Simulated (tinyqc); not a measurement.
Extended Hueckel theory, for PH2-, step by step. The parameters take no account of the charge, which enters only through the electron count, and nothing here shows that the anion is bound. Computed by tinyqc, a small Python program that keeps every step (integrals from PySCF). Settings: charge = -1, K = 1.75, weighted = 1, multiplicity = 1. Command: `OMP_NUM_THREADS=1 python tinyqc.py 28204 28205 out.jsonl` (the two numbers bound the seeds that draw the settings). One thread of a shared host (Intel(R) Xeon(R) Processor @ 2.60GHz), about 0.01 s of CPU time with the checks.

## Overlaps

Geometry (angstrom):
```
atom,x,y,z
P,0.000000,0.000000,0.000000
H,0.000000,0.954000,0.958000
H,0.000000,-0.954000,0.958000
```

Parameters chosen for this run:
```
element,shell,Slater exponent,H_ii (eV)
P,3s,1.750000,-18.600000
P,3p,1.300000,-14.000000
H,1s,1.300000,-13.600000
```

Slater orbitals, each expanded in six Gaussians scaled to its exponent.

overlap S:
```
,1P 3s,1P 3px,1P 3py,1P 3pz,2H 1s,3H 1s
1P 3s,1.000000,0.000000,0.000000,0.000000,0.423208,0.423208
1P 3px,0.000000,1.000000,0.000000,0.000000,0.000000,0.000000
1P 3py,0.000000,0.000000,1.000000,0.000000,0.394421,-0.394421
1P 3pz,0.000000,0.000000,0.000000,1.000000,0.396075,0.396075
2H 1s,0.423208,0.000000,0.394421,0.396075,1.000000,0.119841
3H 1s,0.423208,0.000000,-0.394421,0.396075,0.119841,1.000000
```

## Wolfsberg-Helmholz matrix

diagonal H_ii (eV): 1P 3s -18.600000, 1P 3px -14.000000, 1P 3py -14.000000, 1P 3pz -14.000000, 2H 1s -13.600000, 3H 1s -13.600000

K = 1.750000

H_ij = K' S_ij (H_ii + H_jj)/2 for i != j (the diagonal keeps H_ii), with K' = K + D^2 + D^4 (1 - K), D = (H_ii - H_jj)/(H_ii + H_jj), K = 1.75.

H (eV):
```
,1P 3s,1P 3px,1P 3py,1P 3pz,2H 1s,3H 1s
1P 3s,-18.600000,0.000000,0.000000,0.000000,-12.085216,-12.085216
1P 3px,0.000000,-14.000000,0.000000,0.000000,0.000000,0.000000
1P 3py,0.000000,0.000000,-14.000000,0.000000,-9.526416,9.526416
1P 3pz,0.000000,0.000000,0.000000,-14.000000,-9.566359,-9.566359
2H 1s,-12.085216,0.000000,-9.526416,-9.566359,-13.600000,-2.852223
3H 1s,-12.085216,0.000000,9.526416,-9.566359,-2.852223,-13.600000
```

## Orbitals

valence electrons = 8

Solve H C = S C e through S^(-1/2); fill by pairs from the bottom, a degenerate level sharing its electrons equally; each orbital has its largest coefficient positive (the first on a tie).

orbital energies (eV): -21.289037  -17.285485  -15.263994  -14.000000  3.155435  22.053402

occupations: 2.000000  2.000000  2.000000  2.000000  0.000000  0.000000

coefficients:
```
,MO1,MO2,MO3,MO4,MO5,MO6
1P 3s,0.662144,0.000000,-0.487987,0.000000,0.000000,1.059824
1P 3px,0.000000,0.000000,0.000000,1.000000,0.000000,0.000000
1P 3py,0.000000,0.619660,0.000000,0.000000,1.078337,0.000000
1P 3pz,0.090093,0.000000,0.806056,0.000000,0.000000,1.021118
2H 1s,0.289468,0.375811,0.144695,0.000000,-0.858758,-1.005804
3H 1s,0.289468,-0.375811,0.144695,0.000000,0.858758,-1.005804
```

sum of one-electron energies = -135.677030 eV

## Mulliken analysis

P = C n C^T; charge = valence electrons (P 5, H 1) minus the sum of (P S)_ii on the atom; overlap population = 2 sum P_ij S_ij between two atoms.

charges: 1P -1.235212, 2H 0.117606, 3H 0.117606

Overlap populations:
```
pair,value
2-1,0.798437
3-1,0.798437
3-2,-0.017499
```
